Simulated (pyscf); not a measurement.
Thermochemistry of product channels of F–Ge(F)(F)–F + H• on the doublet surface, in kJ/mol, from CCSD(T)/def2-TZVPP + ΔMP2(QZVPP) energies (ideal gas, 1 atm, RRHO with modes under 100 cm⁻¹ raised to 100, one conformer, R ln 2 for chiral ones without a mode under 150 cm⁻¹). Structures and frequencies: ωB97X-D3(BJ)/def2-SVP in PySCF. Correlated levels are frozen-core, on RHF or UHF. ΔMP2 is the change of the MP2 total energy from the triple- to the quadruple-zeta basis.

```
products                      ΔE  ΔH(298 K)  ΔG(298 K)  ΔG(600 K)
---------------------------  ---  ---------  ---------  ---------
HF + F–Ge•(F)–F              ___      -24.0      -40.6      -56.2
HF + F–Ge:–F [singlet] + F•  ___     +267.8     +214.8     +162.2
```

Q: What belongs in the gaps?

A: 
- HF + F–Ge•(F)–F, ΔE: -39.7
- HF + F–Ge:–F [singlet] + F•, ΔE: +256.1

These are energies of the channels, which say nothing of barriers. The CCSD(T) − MP2 part came from Ansatz, without density fitting, on the same reference. The frozen core leaves the outer d or s,p core shells of the metals and heavy elements correlated in the MP2 and CC values, and def2-TZVPP describes them poorly, which can shift differences by a few kcal/mol. Left out: orbital degeneracy and the spin-orbit lowering of F. Elements up to Kr have no core potential and no relativistic terms here.
